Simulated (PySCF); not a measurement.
Gas-phase reaction: 6 CH3 ⇌ 2 C3H6 (cyclic) + 3 H2

Method: PySCF energies plus ideal-gas RRHO corrections (1 bar). Table values come from the NASA 1993 polynomials. † marks an energy on the PBE0/def2-TZVP geometry and frequencies; other levels use their own. 6-31G* has spherical d functions here. Open shells (unrestricted): CH3 (multiplicity 2); the rest are closed-shell singlets.

Levels: a) PBE0/def2-SVP†; b) M06-2X/def2-TZVP†; c) HF/6-31G*; d) r2SCAN/def2-TZVP†; e) BLYP/def2-TZVP†.

**Question.** Order the levels by the distance of their ΔH°(298 K) from the table for this reaction, closest first.

**Answer.** a (+5 kJ), b (-34 kJ), e (+79 kJ), d (+103 kJ), c (+431 kJ)

The table gives -775 kJ. The order holds for this reaction alone, and for the 1993 entries, some of which have been revised since.
